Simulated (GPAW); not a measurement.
# C2H4NO (SMILES COC=[N]): levels of theory compared

Aim: a comparison of 3 runs (UPBE/real-space grid, ULDA (PW92)/sz(dzp), UPBE/dzp) of C2H4NO. The job is set up through an ASE script.

The results are computed with GPAW 26.7.0.

1 further run of the same task is left out (set aside as unsound or not needed). Runs told in other sessions of the task aren't counted.

## (1) The molecule

C2H4NO: 8 atoms, total charge 0, spin state doublet. SMILES: `COC=[N]`. Geometry: relaxed at GFN2-xTB.

Bond lengths: C1–O2 1.419 Å, O2–C3 1.337 Å, C3–N4 1.228 Å, C1–H5 1.088 Å, C1–H6 1.093 Å, C1–H7 1.093 Å, C3–H8 1.107 Å. Angles: C1–O2–C3 115.4°, O2–C3–N4 132.3°, O2–C1–H5 106.1°, O2–C1–H6 110.6°, O2–C1–H7 110.6°, O2–C3–H8 108.8°, N4–C3–H8 118.9°, H5–C1–H6 110.4°, H5–C1–H7 110.4°, H6–C1–H7 108.9°.

## (2) The charge distribution at UPBE/real-space grid (scalar-relativistic datasets) (run 3)

calc.py

```python
import numpy as np
from ase import Atoms
from ase.units import Debye
from gpaw import GPAW

atoms = Atoms(['C', 'O', 'C', 'N', 'H', 'H', 'H', 'H'],
    positions=[[  0.116890,   0.946860,  -0.421570],
               [  0.039800,  -0.450930,  -0.652840],
               [ -0.137650,  -1.204620,   0.437000],
               [ -0.249130,  -0.922390,   1.626980],
               [  0.265320,   1.405830,  -1.396410],
               [  0.954080,   1.180900,   0.240450],
               [ -0.806780,   1.312110,   0.033920],
               [ -0.182550,  -2.267770,   0.132470]])
atoms.center(vacuum=4.5)
atoms.set_initial_magnetic_moments([0.25, 0.25, 0.25, 0.25, 0.0, 0.0, 0.0, 0.0])

calc = GPAW(mode='fd',
            h=0.25,
            xc='PBE',
            occupations={'name': 'fermi-dirac', 'width': 0.01, 'fixmagmom': True},
            maxiter=100,
            symmetry='off',
            txt='-')
atoms.calc = calc

energy = atoms.get_potential_energy()
print(f'Energy                  {energy:.5f} eV')
forces = atoms.get_forces()
print('Forces (eV/Ang)')
for symbol, f in zip(atoms.symbols, forces):
    print(f'{symbol:2} {f[0]:9.4f} {f[1]:9.4f} {f[2]:9.4f}')
dipole = atoms.get_dipole_moment() / Debye
print(f'Dipole: {np.linalg.norm(dipole):.3f} D')
print('Moments:', atoms.get_magnetic_moments().round(3))
```

Run with:

```sh
$ python calc.py
```

The program printed:

```text
[...]
Number of symmetries: 1
[...]
  Number of IBZ points: 1
[...]
Spin-components: 2 (collinear spins)
Bands:           19
[...]
  Valence electrons: 23.0
[...]
  Grid points: [44 52 48]
  Charge: 0.0  # |e|
[...]
    cutoffs:
[...]
occupation numbers:
  Fixed magnetic moment: 1.000
[...]
xc functional:
  name: PBE with 2 nearest neighbor stencil
[...]
|iter     |     time |      energy | eigst |  dens |  magmom |
[...]
|iter:   1| 00:00:03 |  -48.679581 | +1.18 |       |  +0.9989|
[...]
|iter:  16| 00:00:35 |  -45.783648c| -7.49c| -5.49c|  +1.0000|
Converged in 16 steps
[...]
Energy contributions relative to reference atoms: (reference = -5627.790685)
Energy contributions:
  Kinetic:          53.939326
  Coulomb:         -59.568523
  Zero:              2.836066
  External:          0.000000
  Xc:              -42.990517
  Entropy:          -0.000000
  Spinorbit:         0.000000
  ----------------------------
  Free energy:     -45.783648
  Extrapolated:    -45.783648
dipole moment: (0.062600, 0.178534, -0.431474)  # |e|*Ang
Total magnetic moment: (0.000000, 0.000000, 1.000000)
Local magnetic moments
|        x |        y |         z |
|----------|----------|-----------|
| 0.000000 | 0.000000 |  0.002563 |  # C    0
| 0.000000 | 0.000000 |  0.041013 |  # O    1
| 0.000000 | 0.000000 | -0.025064 |  # C    2
| 0.000000 | 0.000000 |  0.334620 |  # N    3
| 0.000000 | 0.000000 | -0.000234 |  # H    4
| 0.000000 | 0.000000 | -0.000037 |  # H    5
| 0.000000 | 0.000000 | -0.000045 |  # H    6
| 0.000000 | 0.000000 |  0.034184 |  # H    7
Fermi levels: -5.767, -6.612
[...]
Gap: 2.214 eV
Transition (v -> c):
[...]
Forces (eV/Ang)
C    -0.9823    1.0140    1.3667
O     0.2710    0.1102   -0.5707
C    -0.6480   -0.5612   -3.0775
N     1.7966    0.5733    2.1311
H    -0.2005    0.1740   -0.4061
H     0.3527    0.3092    0.0032
H    -0.3023    0.3831    0.2565
H    -0.2067   -0.1201    0.4288
Dipole: 2.263 D
Moments: [ 0.003  0.041 -0.025  0.335 -0.    -0.    -0.     0.034]
```

Run time: 36 s. Hardware: 1 thread of Intel Xeon Platinum 8259CL at 2.50GHz (Skylake/Cascade Lake), shared host; peak memory 0.45 GiB.

## (3) The charge distribution at ULDA (PW92)/sz(dzp) (scalar-relativistic datasets) (run 1)

sp.py

```python
import numpy as np
from ase import Atoms
from ase.units import Debye
from gpaw import GPAW

# Structure
mol = Atoms(['C', 'O', 'C', 'N', 'H', 'H', 'H', 'H'],
    positions=[[  0.116890,   0.946860,  -0.421570],
               [  0.039800,  -0.450930,  -0.652840],
               [ -0.137650,  -1.204620,   0.437000],
               [ -0.249130,  -0.922390,   1.626980],
               [  0.265320,   1.405830,  -1.396410],
               [  0.954080,   1.180900,   0.240450],
               [ -0.806780,   1.312110,   0.033920],
               [ -0.182550,  -2.267770,   0.132470]])
mol.center(vacuum=4.5)
mol.set_initial_magnetic_moments([0.25, 0.25, 0.25, 0.25, 0.0, 0.0, 0.0, 0.0])

# GPAW settings
calc = GPAW(mode='lcao',
            xc='LDA',
            basis='sz(dzp)',
            h=0.25,
            maxiter=100,
            symmetry='off',
            occupations={'name': 'fermi-dirac', 'width': 0.01, 'fixmagmom': True},
            txt='-')
mol.calc = calc

energy = mol.get_potential_energy()
print(f'Energy = {energy:.5f} eV')
forces = mol.get_forces()
print('Forces (eV/Ang)')
for symbol, f in zip(mol.symbols, forces):
    print(f'{symbol:2} {f[0]:9.4f} {f[1]:9.4f} {f[2]:9.4f}')
dipole = mol.get_dipole_moment() / Debye
print(f'Dipole = {np.linalg.norm(dipole):.3f} D')
print('Moments:', mol.get_magnetic_moments().round(3))
```

Run with:

```sh
$ python sp.py > sp.log
```

The program printed:

```text
[...]
Number of symmetries: 1
[...]
  Number of IBZ points: 1
[...]
basis functions: 20
Spin-components: 2 (collinear spins)
Bands:           19
[...]
  Valence electrons: 23.0
[...]
  Grid points: [44 52 48]
  Charge: 0.0  # |e|
[...]
    cutoffs:
[...]
occupation numbers:
  Fixed magnetic moment: 1.000
[...]
xc functional:
  name: None
[...]
|iter     |     time |      energy | eigst |  dens |  magmom |
[...]
|iter:   1| 00:00:03 |  -35.881019 |      c|       |  +0.9991|
[...]
|iter:  10| 00:00:07 |  -34.374314c|      c| -4.22c|  +1.0001|
Converged in 10 steps
[...]
Energy contributions relative to reference atoms: (reference = -5584.903421)
Energy contributions:
  Kinetic:          16.121322
  Coulomb:         -15.534854
  Zero:              1.669979
  External:          0.000000
  Xc:              -36.630762
  Entropy:          -0.000000
  Spinorbit:         0.000000
  ----------------------------
  Free energy:     -34.374314
  Extrapolated:    -34.374314
dipole moment: (0.051431, 0.177101, -0.351479)  # |e|*Ang
Total magnetic moment: (0.000000, 0.000000, 1.000090)
Local magnetic moments
|        x |        y |         z |
|----------|----------|-----------|
| 0.000000 | 0.000000 |  0.002680 |  # C    0
| 0.000000 | 0.000000 |  0.042805 |  # O    1
| 0.000000 | 0.000000 | -0.029072 |  # C    2
| 0.000000 | 0.000000 |  0.325294 |  # N    3
| 0.000000 | 0.000000 | -0.000054 |  # H    4
| 0.000000 | 0.000000 | -0.000339 |  # H    5
| 0.000000 | 0.000000 | -0.000344 |  # H    6
| 0.000000 | 0.000000 |  0.031224 |  # H    7
Fermi levels: -4.404, -7.276
[...]
Gap: 3.976 eV
Transition (v -> c):
[...]
Forces (eV/Ang)
C    -0.0266   -1.0890    0.1250
O     1.0249   -0.1189   -4.8744
C     0.5492   -2.5587   -5.6499
N     0.3854    3.3356   11.2363
H     0.4500    2.0863   -3.5730
H     3.1488    1.2733    2.3928
H    -3.4179    1.6805    1.9846
H    -0.3101   -3.9256   -0.7982
Dipole = 1.906 D
Moments: [ 0.003  0.043 -0.029  0.325 -0.    -0.    -0.     0.031]
```

Run time: 8.2 s. Hardware: 1 thread of Intel Xeon Platinum 8259CL at 2.50GHz (Skylake/Cascade Lake), shared host; peak memory 0.41 GiB.

## (4) The charge distribution at UPBE/dzp (scalar-relativistic datasets) (run 2)

run.py

```python
import numpy as np
from ase import Atoms
from ase.units import Debye
from gpaw import GPAW

mol = Atoms(['C', 'O', 'C', 'N', 'H', 'H', 'H', 'H'],
    positions=[[  0.116890,   0.946860,  -0.421570],
               [  0.039800,  -0.450930,  -0.652840],
               [ -0.137650,  -1.204620,   0.437000],
               [ -0.249130,  -0.922390,   1.626980],
               [  0.265320,   1.405830,  -1.396410],
               [  0.954080,   1.180900,   0.240450],
               [ -0.806780,   1.312110,   0.033920],
               [ -0.182550,  -2.267770,   0.132470]])
mol.center(vacuum=4.5)
mol.set_initial_magnetic_moments([0.25, 0.25, 0.25, 0.25, 0.0, 0.0, 0.0, 0.0])

gpaw_calc = GPAW(mode='lcao',
                 basis='dzp',
                 h=0.22,
                 xc='PBE',
                 occupations={'name': 'fermi-dirac', 'width': 0.01, 'fixmagmom': True},
                 maxiter=100,
                 symmetry='off',
                 txt='-')
mol.calc = gpaw_calc

energy = mol.get_potential_energy()
print(f'Energy: {energy:.5f} eV')
forces = mol.get_forces()
print('Forces (eV/Ang)')
for symbol, f in zip(mol.symbols, forces):
    print(f'{symbol:2} {f[0]:9.4f} {f[1]:9.4f} {f[2]:9.4f}')
dipole = mol.get_dipole_moment() / Debye
print(f'Dipole: {np.linalg.norm(dipole):.3f} D')
print('Moments:', mol.get_magnetic_moments().round(3))
```

Run with:

```sh
$ OMP_NUM_THREADS=1 python run.py
```

The program printed:

```text
[...]
Number of symmetries: 1
[...]
  Number of IBZ points: 1
[...]
basis functions: 72
Spin-components: 2 (collinear spins)
Bands:           19
[...]
  Valence electrons: 23.0
[...]
  Grid points: [48 56 56]
  Charge: 0.0  # |e|
[...]
    cutoffs:
[...]
occupation numbers:
  Fixed magnetic moment: 1.000
[...]
xc functional:
  name: PBE with 2 nearest neighbor stencil
[...]
|iter     |     time |      energy | eigst |  dens |  magmom |
[...]
|iter:   1| 00:00:06 |  -43.380010 |      c|       |  +0.9985|
[...]
|iter:  11| 00:00:19 |  -42.319133c|      c| -4.26c|  +1.0000|
Converged in 11 steps
[...]
Energy contributions relative to reference atoms: (reference = -5627.790685)
Energy contributions:
  Kinetic:          41.693502
  Coulomb:         -43.381651
  Zero:              1.466791
  External:          0.000000
  Xc:              -42.097776
  Entropy:          -0.000000
  Spinorbit:         0.000000
  ----------------------------
  Free energy:     -42.319133
  Extrapolated:    -42.319133
dipole moment: (0.058025, 0.169487, -0.408046)  # |e|*Ang
Total magnetic moment: (0.000000, 0.000000, 0.999954)
Local magnetic moments
|        x |        y |         z |
|----------|----------|-----------|
| 0.000000 | 0.000000 |  0.002296 |  # C    0
| 0.000000 | 0.000000 |  0.041078 |  # O    1
| 0.000000 | 0.000000 | -0.027830 |  # C    2
| 0.000000 | 0.000000 |  0.321413 |  # N    3
| 0.000000 | 0.000000 | -0.000171 |  # H    4
| 0.000000 | 0.000000 | -0.000113 |  # H    5
| 0.000000 | 0.000000 | -0.000118 |  # H    6
| 0.000000 | 0.000000 |  0.034391 |  # H    7
Fermi levels: -4.632, -6.224
[...]
Gap: 2.193 eV
Transition (v -> c):
[...]
Forces (eV/Ang)
C     0.0010    0.1012    0.1802
O    -0.1058   -0.0563   -1.3596
C     0.1643   -1.6686   -2.5017
N    -0.2530    1.5300    3.6788
H     0.0684    0.4336   -0.6890
H     0.5615    0.2798    0.4780
H    -0.5975    0.3713    0.3465
H    -0.0859   -0.7044   -0.0837
Dipole: 2.140 D
Moments: [ 0.002  0.041 -0.028  0.321 -0.    -0.    -0.     0.034]
```

Wall time 19 s (1 thread of Intel Xeon Platinum 8259CL at 2.50GHz (Skylake/Cascade Lake), shared host); peak memory 0.58 GiB.

## (5) The series

```
run                                                level  mode  grid spacing  energy (Eh)  dipole moment (D)  HOMO energy (eV)  LUMO energy (eV)  wall time
  3  UPBE/real-space grid (scalar-relativistic datasets)    fd          0.25  -208.500011               2.26             -6.66             -4.45       36 s
  1   ULDA (PW92)/sz(dzp) (scalar-relativistic datasets)  lcao          0.25  -206.504648               1.91             -7.73             -5.98      8.2 s
  2              UPBE/dzp (scalar-relativistic datasets)  lcao          0.22  -208.372693               2.14             -6.29             -4.09       19 s
```

## (6) What came out

| quantity | value |
| --- | --- |
| run 2, UPBE/dzp: energy as printed (from the program's reference atoms) | -42.3191 eV |
| run 2, UPBE/dzp: dipole moment | 2.14 D |
| run 2, UPBE/dzp: HOMO energy (highest over α and β) | -6.29 eV |
| run 2, UPBE/dzp: LUMO energy (lowest over α and β) | -4.09 eV |

In words: The dipole moment (its size) runs from 1.91 D (ULDA (PW92)/sz(dzp)) to 2.26 D (UPBE/real-space grid). The two ends differ in method and basis. Totals of different functionals can't be ranked against each other. All runs together took 63 s, the longest 36 s.
